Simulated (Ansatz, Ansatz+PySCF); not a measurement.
```yaml
atoms:
  - { symbol: S, position_ang: [0.0000, 0.0000, -0.0733] }
  - { symbol: H, position_ang: [0.0000, 0.0000, 1.1724] }
```

Basis set: cc-pVTZ (spherical functions). Left uncorrelated: 5 orbitals. Charge 0, multiplicity 2.

Computed with Ansatz (development build ahead of 0.2.0); each method stands on the lowest determinant of its kind that the runs found.

The atomization energy at this shape (free ground-state atoms in the same class of orbitals less the molecule, no zero-point energy) of doublet SH:

```
method  atomization energy
   UHF             2.48 eV
```

Task: What does UHF-MP2 give?

Result: 3.42 eV.
